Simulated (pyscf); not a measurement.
`[SiH3][P]([SiH3])[SiH3]` + `[H][H]` → `[SiH3][PH][SiH3]` + `[SiH4]` (four-centre exchange; singlet surface; P–Si, H–H broken, H–P, H–Si formed). PySCF, gas phase, ωB97X-D3(BJ)/def2-SVP geometries. Energies in kcal/mol from the separated reactants.

```
level                      barrier  reaction energy
----------------------  ----------  ---------------
ωB97X-D3(BJ)/def2-TZVP  (withheld)             +8.0
PBE/def2-TZVP           (withheld)       (withheld)
PBE0-D3(BJ)/def2-TZVP         58.7             +5.4
M06-2X/def2-TZVP              66.6             +4.5
ωB97M-D3(BJ)/def2-TZVP        64.9             +2.7
HF/def2-TZVP                  80.8             -5.7
```

**Question.** Fill in the missing entries.

**Answer.** 
- ωB97X-D3(BJ)/def2-TZVP, barrier: 67.0
- PBE/def2-TZVP, barrier: 54.1
- PBE/def2-TZVP, reaction energy: +3.4

The functionals in the table span 12.9 kcal/mol in this barrier, from PBE to ωB97X-D3(BJ)/def2-TZVP. This is the saddle that the search found; another between the same sides may lie lower.
